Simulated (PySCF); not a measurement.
## AlH4PS: where a starting geometry ends

The starting geometry of this gas-phase singlet was optimised with GFN2-xTB.

```xyz
7

Al   -0.8704    2.1152   -1.2813
P     0.3333   -0.0808   -1.4484
S     0.6999    1.5157   -2.7569
H    -2.3424    1.8922   -1.6579
H    -0.4219    2.8119    0.0116
H     0.2077   -1.1109   -2.3786
H     1.6473   -0.4150   -1.1272
```

Question: Where would you expect an optimisation with B3LYP-D3(BJ)/def2-SVP to take it?

Answer: It keeps its bonds.

The energy falls by 0.14 eV over 10 steps:

| step | E − E(last) (eV) |
| --- | --- |
| 1 | 0.144 |
| 2 | 0.018 |
| 3 | 0.008 |
| 4 | 0.005 |
| 5 | 0.003 |
| 6 | 0.001 |
| 7 | 0.000 |
| 8 | 0.000 |
| 9 | 0.000 |
| 10 | 0.000 |

Final geometry (Å):

```
atom    x (Å)    y (Å)    z (Å)
  Al  -0.8805   2.0869  -1.2545
   P   0.3892  -0.0547  -1.5267
   S   0.7075   1.5972  -2.8129
   H  -2.3907   1.8806  -1.6674
   H  -0.4071   2.8352   0.0531
   H   0.1341  -1.1690  -2.3701
   H   1.6694  -0.4262  -1.0356
```

The end wasn't checked by frequencies. Run with PySCF 2.14.0, 33 s on 2 threads of Arm Neoverse V2, on a shared host.
